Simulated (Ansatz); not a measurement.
chloromethane (SMILES CCl) moved off its minimum; all values from Ansatz (an electronic-structure program), cores frozen in correlated methods.
(charge 0, multiplicity 1)
```xyz
5

C     -1.2317    -0.2484     0.0523
Cl     0.6926    -0.0361     0.1823
H     -1.4996    -0.6158    -0.8648
H     -1.4687    -0.4093     1.0395
H     -1.3576     0.9001    -0.3221
```

| level | largest force (eV/Å) | on atom | rms difference from CCSD(T)/aug-cc-pV(T+d)Z (eV/Å) | dipole (D) |
|---|---|---|---|---|
| HF/def2-TZVPP | 8.66 | C1 | 0.328 | 2.70 |
| PBE/def2-TZVPP | 7.44 | C1 | 0.139 | 2.20 |
| r2SCAN/def2-TZVPP | 7.64 | C1 | 0.060 | 2.36 |
| B3LYP/def2-TZVPP | 7.63 | C1 | 0.098 | 2.31 |
| wB97M-V/def2-TZVPP | 7.86 | C1 | 0.086 | 2.33 |
| MP2/aug-cc-pV(T+d)Z | 8.02 | C1 | 0.114 | 2.30 |
| CCSD(T)/aug-cc-pV(T+d)Z | 7.78 | C1 | 0.000 | 2.27 |

The differences count from one level among others, with limits of its own. Forces at CCSD(T)/aug-cc-pV(T+d)Z (eV/Å):

| atom | Fx | Fy | Fz |
|---|---|---|---|
| C1 | 3.699 | 6.646 | -1.617 |
| Cl2 | -1.337 | -0.798 | -0.290 |
| H3 | -0.623 | -2.723 | -1.489 |
| H4 | -1.331 | -0.933 | 1.597 |
| H5 | -0.409 | -2.191 | 1.798 |
